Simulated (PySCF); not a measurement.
Geometry:
| atom | x (Å) | y (Å) | z (Å) |
| --- | --- | --- | --- |
| C1 | -1.461 | -0.358 | -0.463 |
| C2 | -0.794 | 0.717 | -0.878 |
| F3 | -1.422 | 1.792 | -1.348 |
| S4 | 0.954 | 0.968 | -0.911 |
| C5 | 1.464 | -0.160 | 0.390 |
| F6 | 1.433 | -1.471 | 0.017 |
| H7 | -0.930 | -1.257 | -0.156 |
| H8 | -2.552 | -0.336 | -0.450 |
| H9 | 0.808 | -0.020 | 1.264 |
| H10 | 2.500 | 0.124 | 0.636 |

Fast rotation and ring inversion assumed for equivalent nuclei, single conformer, no relativistic terms, no solvent model. Shieldings: GIAO CAM-B3LYP/pcSseg-2; PBE0-D3(BJ)/def2-SVP geometry; PySCF 2.14.

Shifts are taken against calculated references (same method and geometry level): 13C (182.55 ppm) and 1H (31.34 ppm) vs TMS; CFCl3 for 19F (186.01 ppm); CS2 for 33S (494.65 ppm).

| atoms | nucleus | count | δ (ppm) |
| --- | --- | --- | --- |
| C5 | 13C | 1 | 94.2 |
| C2 | 13C | 1 | ? |
| H7 | 1H | 1 | 5.13 |
| S4 | 33S | 1 | 135 |
| F6 | 19F | 1 | ? |
| H9/H10 | 1H | 2 | 5.52 |
| H8 | 1H | 1 | 5.01 |
| F3 | 19F | 1 | ? |
| C1 | 13C | 1 | 99.0 |

Problem. Complete the table.

Solution. 
- C2: 186.9 ppm, fully substituted alkene carbon
- F3: -77.1 ppm, vinylic fluorine
- F6: -200.8 ppm, fluorine on an sp3 carbon

Shifts are as computed, not scaled to solution data. Of 1211 compounds with measured shifts, 218 miss one by over three times the rms of a fit or turn the order of signals round; such compounds aren't used in these exercises. Unscaled 19F shifts against computed CFCl3 carry errors that often reach 10 to 50 ppm.
